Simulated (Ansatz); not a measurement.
# SiH₃O (doublet): the correlation ladder at distance O1–H3 along a hydrogen transfer = 1.453 Å, cc-pVDZ

The task here is to estimate one member of a computed series from the others.

Method: cc-pVDZ, core rule «outside noble gas», up to 6 orbitals frozen; program: Ansatz 0.2.0, Gaussian basis.

To be run: UHF; CCSD(T) on ROHF; CCSD(T) on UHF; BCCD(T) on ROHF; CISD; CCSDT(Q) on ROHF; CCSDT(Q) on UHF; CASSCF and MRCISD+Q, 3 electrons in 3 orbitals; CASSCF and NEVPT2, 3 electrons in 3 orbitals.

8 further runs of the same task are left out: 1 for a mislabelled method, 7 that didn't finish.

## The geometry

The geometry derives from fragments relaxed apart (PBE0/def2-TZVP) and kept rigid, so it is no stationary point. A hydrogen atom is moved between rigid fragments.

5 atoms, charge 0, spin multiplicity 2.

Atoms are counted from 1 here; the program's logs count them from 0.

Bond lengths: O1–H2 0.960 Å, H3–Si4 1.637 Å, Si4–H5 1.532 Å. Angles: H3–Si4–H5 105.0°.

Geometry (Å):

```xyz
5
charge 0, multiplicity 2
O    -1.9426    0.0118    0.0000
H    -2.1919    0.9384    0.0000
H    -0.4896    0.0118    0.0000
Si    1.1474    0.0118    0.0000
H     1.5439   -1.4677    0.0000
```

Set-up of the first run:

Contents of in.yaml:

```yaml
crystal:
  periodic: [false, false, false]
  atoms:
    - {symbol: O, position_ang: [-1.942561, 0.011831, 0.000000]}
    - {symbol: H, position_ang: [-2.191870, 0.938406, 0.000000]}
    - {symbol: H, position_ang: [-0.489561, 0.011831, 0.000000]}
    - {symbol: Si, position_ang: [1.147439, 0.011831, 0.000000]}
    - {symbol: H, position_ang: [1.543873, -1.467683, 0.000000]}
basis:
  gaussian: {orbitals: cc-pVDZ}
magnetization: {spin_polarized: true, initial_magnetization: 1}
hamiltonian: {xc: hf}
output: {orbitals: {seedname: orbitals}}
```

Command:

```
$ ansatz run in.yaml --threads 1 --pin off --events-out ev --progress --plain --max-ram 2393MiB
```

Among the steps run: UHF; CCSD(T) on ROHF; CCSD(T) on UHF; BCCD(T) on ROHF; CISD; CCSDT(Q) on ROHF; CCSDT(Q) on UHF; CASSCF and MRCISD+Q, 3 electrons in 3 orbitals; CASSCF and NEVPT2, 3 electrons in 3 orbitals.

One of the session's tables, all rows but one given; the rest of the session is left out.

| method | from UCCSDT(Q) (kcal/mol) |
| --- | --- |
| ROHF | +202.23 |
| UHF | +192.45 |
| RMP2 | +35.45 |
| UMP2 | +37.45 |
| CISD | +27.13 |
| RCCSD | +6.03 |
| UCCSD | +6.27 |
| RCCSD(T) | +1.57 |
| UCCSD(T) | +1.85 |
| BCCD(T) | +1.41 |
| RCCSDT | +0.53 |
| UCCSDT | ? |
| RCCSDT(Q) | -0.01 |
| UCCSDT(Q) | 0 |
| CASSCF pair | +187.71 |
| NEVPT2 pair | +29.44 |
| MRCISD pair | +22.13 |
| MRCISD+Q pair | +4.69 |

**Question.** Estimate the row for UCCSDT.

The run gave: from UCCSDT(Q) (kcal/mol): +0.56. In the column «from UCCSDT(Q) (kcal/mol)» it lies between RCCSDT (+0.53) and BCCD(T) (+1.41).

Among the levels timed on like hardware and quicker than the yardstick, those that no quicker one beats, quickest first: NEVPT2 pair (1.8 s, +29.44 kcal/mol); MRCISD+Q pair (2.2 s, +4.69 kcal/mol); RCCSD(T) (3.6 s, +1.57 kcal/mol); BCCD(T) (3.9 s, +1.41 kcal/mol); RCCSDT(Q) (38 s, -0.01 kcal/mol).

Caveats from the session: Of the multireference levels listed MRCISD+Q pair comes nearest in total energy (+4.69 kcal/mol), which doesn't show that its space is the better one. Restricted and unrestricted rows rest on different reference determinants; where their highest levels disagree by more than a few hundredths of an eV, they describe different states and don't form one ladder.
